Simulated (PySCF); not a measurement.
## Quadrupole coupling of N2: levels of theory against gas-phase measurements

Values to reproduce (atoms as numbered below): 14N at N1/N2: χzz = -5.3 MHz [1].
[1] measured, gas; W. C. Bailey, Calculation of NQCC in Gaseous State Molecules (compilation of microwave values)

Compound: N₂.
Numbering: `[N:1]#[N:2]`

Cartesian coordinates in Å at the PBE0-D3(BJ)/def2-SVP level; atoms count from 1:
```xyz
2
N2 angstrom
N      0.5489    0.0000    0.0000
N     -0.5489    0.0000    0.0000
```

Q: How do the computed couplings compare?

A: PySCF, non-relativistic, all at one geometry, with Q(14N) = 0.02044 b, means over equivalent atoms:

| level | functions | 14N N1/N2 (MHz) | computed/reference − 1 (%) |
| --- | --- | --- | --- |
| B3LYP/pcJ-1 | 54 | -5.765 | +8.8 |
| PBE0/pcSseg-1 | 34 | -5.735 | +8.2 |

Closest here is PBE0/pcSseg-1 (8.2 % unsigned error), furthest B3LYP/pcJ-1 (8.8 %); one molecule doesn't rank methods. Computed values are for fixed nuclei, while measured ones can include vibrational averaging.
